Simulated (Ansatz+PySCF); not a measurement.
The numbers below are computed, except where a source is named.
**Several solutions for doublet OH**

```csv
atom,x (Å),y (Å),z (Å)
O,0.0000,0.0000,-0.1085
H,0.0000,0.0000,0.8679
```

Basis set: def2-SVP (spherical functions). Charge 0, multiplicity 2.

CASSCF(3,3) was run from several starts with Ansatz (development build ahead of 0.2.0) and PySCF 2.14.0. The starts are those of the Hartree–Fock orbitals from which the active space was taken at the frontier.

```json
{"run": "A", "program": "Ansatz", "start": "search for the lowest state", "converged": "yes", "energy (hartree)": "-75.34451", "<S²>": "0.75"}
{"run": "B", "program": "PySCF", "start": "program defaults", "converged": "yes", "energy (hartree)": "-75.32575", "<S²>": "0.75"}
{"run": "C", "program": "Ansatz", "start": "stability test followed", "converged": "yes", "energy (hartree)": "-75.34451", "<S²>": "0.75"}
{"run": "D", "program": "Ansatz", "start": "atomic start, no search", "converged": "yes", "energy (hartree)": "-75.32575", "<S²>": "0.75"}
```

(1) Which runs reached the lowest solution of this kind, and what is wrong with the others?

Answers

(1) A, C reached the lowest solution found. Converged but too high: B by 0.51 eV, D by 0.51 eV. Convergence only shows a stationary point; in CASSCF the end hangs on which orbitals enter the active space. Caution: other starts end on other solutions of this active space.
